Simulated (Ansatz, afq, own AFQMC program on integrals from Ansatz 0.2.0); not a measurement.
Integrals from Ansatz 0.2.0, then the random walk in our own AFQMC program (afq).

```yaml
crystal:
  periodic: [false, false, false]
  atoms:
    - {symbol: Ge, position_ang: [0.000000, 0.000000, 1.116883]}
    - {symbol: Ge, position_ang: [0.000000, 0.000000, -1.172282]}
    - {symbol: H, position_ang: [0.000000, 1.262069, 1.996235]}
    - {symbol: H, position_ang: [0.000000, -1.262069, 1.996235]}
basis:
  gaussian: {orbitals: cc-pVDZ}
magnetization: {spin_polarized: false}
correlation: {method: ccsd_t, electrons: outside_noble_gas, hamiltonian_folder: ham}
```

```sh
$ ansatz run in.yaml --threads 1 --pin off --events-out ev --progress --plain --max-ram 1843MiB
```

afq runs on the folder ham with

```
--method phaseless --trial cisd --walkers 40 --populations 1 --least-time 40 --time-step 0.0025 --steps-per-block 10 --equilibration-blocks 120 --max-blocks 1600 --target-error 0.00076 --factor-cut 0.001 --seed 1771 --taylor-order 8
```

Times are imaginary, in 1/Eh. The walk had a cap of 214 s. Filled inner d shells are frozen with the cores.

Log:

```
orbitals 36  electrons 5 5  factors 174 of 742
reference energy -4151.76996927 Eh
CCSD correlation -0.19782870 Eh in 12 cycles, weight of the determinant in the CISD state 0.8431
energy of the start -4151.967798 Eh
 block  time / (1/Eh)  mean weight  energy / Eh
     1     0.025  0.9999  -4151.967112
     2     0.050  0.9985  -4151.966415
     3     0.075  1.0008  -4151.966040
     4     0.100  1.0006  -4151.965775
     5     0.125  1.0005  -4151.965499
     8     0.200  1.0003  -4151.964799
    44     1.100  0.9991  -4151.967449
   173     4.325  0.9992  -4151.972230
   302     7.550  1.0001  -4151.974417
   431    10.775  0.9985  -4151.981065
   560    14.000  1.0001  -4151.979268
   689    17.225  1.0004  -4151.978751
   818    20.450  0.9993  -4151.973884
   947    23.675  0.9998  -4151.979247
  1076    26.900  0.9998  -4151.991713
  1205    30.125  0.9998  -4151.972907
  1291    32.275  0.9995  -4151.999669
  1334    33.350  1.0009  -4151.979549
  1377    34.425  0.9996  -4151.967110
  1463    36.575  1.0005  -4151.974957
  1592    39.800  1.0005  -4151.976409
  1678    41.950  1.0005  -4151.968838
blocks merged  error / Eh  count
     1  0.000118  1600
     2  0.000165  800
     4  0.000229  400
     8  0.000316  200
    16  0.000412  100
    32  0.000537  50
    64  0.000631  25
   128  0.000695  12
energy -4151.975856 +/- 0.000631 Eh
(rows thinned)
```

The run passed its tests (sampling time, drift between the halves within three errors, error under three times the target), which doesn't prove that it has relaxed.

Against this walk (error 17.2 meV) on the same determinant: CCSD(T) 1.8 meV higher (within the noise), CCSDT(Q) 48.9 meV lower, a separate phaseless walk with a CISD trial and standard settings 42.5 ± 21.2 meV lower. The error is statistical and leaves out the bias of the constraint.

Cautions: constraint bias not in the error; no relativity below Rb; no spin-orbit coupling; inner d shell frozen; higher spins were not checked; restricted determinant unstable towards unrestricted (UHF 168 meV lower, ⟨S²⟩ 0.73); the coarse factor cut changes the integrals a little.

The walk took 110 s on 1 thread of Arm Neoverse V2 (shared host). The log's last line is the phaseless energy.

CCSDT and higher add their correlation energy to the determinant of the CCSD(T) run, since their own runs factorise the integrals more tightly (a shift of under 2 meV). A walk keeps the symmetry of its determinant, which the program's search chose and which needn't be the lowest solution, so a lower state of the same spin and another symmetry isn't excluded.
